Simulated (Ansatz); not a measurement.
# Heating and cooling a random packing of TaSi2

A packing of 24 atoms, thrown in at random and pushed apart as soft spheres with like charges further apart (16 Si, 8 Ta) went through Langevin stages in a fixed cell of 16.76 Å³/atom, at one k point, without spin and with a Fermi–Dirac width of kT (0.05 eV at least). These are results of DFT PBE, scalar-relativistic, plane waves, PAW (Ansatz), not measurements.

```csv
thermostat (K),duration (fs),friction (1/fs),cutoff (eV),mean T (K),mean P (GPa),mean square displacement (Å²)
3220,72,0.030,320,3787,8.0,0.30
3220,750,0.030,420,3440,9.4,2.61
2320,750,0.030,420,2277,4.8,1.67
1290,750,0.030,420,1319,-2.6,0.56
300,750,0.030,420,296,-7.7,0.13
```

Means run over the second half of a stage; pressure includes the kinetic part; displacements count from the stage's start, the atoms' common shift taken off.

Cell and atoms were then relaxed on coarser meshes and computed once more: Cutoff 420 eV; k points 5×5×5 on the computed 24-atom cell (Γ-centred); Gaussian smearing, width 0.10 eV; no spin polarisation.

What structure is left?

One draw of many: 15.51 Å³/atom with no gap on the mesh, 0.07 eV/atom below the elements' standard states (static lattices, no corrections for gases) (a random packing after short dynamics, relaxed).

Counting as bonded all pairs within 1.2 times the summed covalent radii:

```tsv
atom → neighbour	mean count	mean length (Å)	spread (Å)
Si → Si	2.12	2.46	0.06
Si → Ta	4.38	2.74	0.14
Ta → Si	8.75	2.74	0.14
Ta → Ta	4.75	3.27	0.24
```

Angles between all pairs of such bonds at an atom (mean ± spread): 98 ± 31° at Si, 96 ± 35° at Ta.

```xyz
24
Lattice="6.4221 -0.0248 0.0228 -0.0123 7.5886 0.0383 0.0428 0.0382 7.6363" Properties=species:S:1:pos:R:3 pbc="T T T"
Si    3.3615    5.6884    4.2131
Si    3.6891    5.9824    7.1373
Si    2.1737    0.5623    3.7003
Si    0.0898    7.1872    4.3970
Si    4.6783    2.5625    6.5284
Si    4.6864    6.1891    2.2308
Si    0.5436    6.6954    1.4766
Si    1.1953    2.7451    2.4174
Si    1.2006    4.7409    3.9754
Si    3.5970    2.5689    1.0758
Si    3.0459    0.1607    1.4019
Si    1.2153    5.9711    6.8262
Si    2.0278    3.5470    6.8022
Si    4.3672    0.6433    4.6940
Si    0.4669    1.9572    0.2042
Si    5.1349    3.7837    3.0557
Ta    5.4717    1.1952    2.3384
Ta    5.5137    4.8864    5.4293
Ta    3.1214    2.9415    4.4349
Ta    0.2421    2.2726    4.8487
Ta    2.5219    0.8737    6.5840
Ta    5.7241    4.3731    0.6044
Ta    5.6928    0.0513    6.8496
Ta    2.4560    4.8593    1.5938
```

The final mesh leaves forces up to 0.22 eV/Å and stresses up to 1.0 GPa: the relaxation ran on a coarser mesh, so the cell's shape, its bonds and its energy belong partly to that mesh.

Spin-orbit coupling is left out, which matters for the bands of heavy elements.

Cost: 6 runs of about 27 core-minutes in all (earlier runs that led there not counted), on AMD EPYC 9R45 (Zen 5) (shared hosts).